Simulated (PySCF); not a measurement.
O3, SMILES [O+](=O)[O-] (connectivity only; charge and spin as stated), charge -1, multiplicity 2. Atoms are numbered in the order given.

```xyz
3

O      0.0000     1.1225    -0.2363
O      0.0000     0.0000     0.4725
O      0.0000    -1.1225    -0.2363
```
Charge -1, spin multiplicity 2.

Coordinates come from a PBE0-D3(BJ)/def2-TZVPD optimisation. The isomer is the one that the SMILES or the coordinates give; other isomers of the formula were not compared.

Calculation: PySCF with PBE0/pcH-1.

Unrestricted Kohn–Sham, ⟨S²⟩ = 0.753. Hyperfine tensors hold the contact and dipolar terms, without spin-orbit corrections.

Computed hyperfine couplings:
```csv
nucleus,A(iso) (MHz),A(iso) (G),dipolar principal values (MHz)
17O no. 1,-23.5,-8.4,"-110.4, 54.1, 56.3"
17O no. 2,-55.0,-19.6,"-160.6, 78.0, 82.6"
17O no. 3,-23.5,-8.4,"-110.4, 54.1, 56.3"
```

And the g tensor (effective nuclear charges for spin-orbit coupling, GIAO)? (The exact figures need the calculation; the answer reports its results.)

principal values 2.0018, 2.0130, 2.0207; isotropic 2.0118.
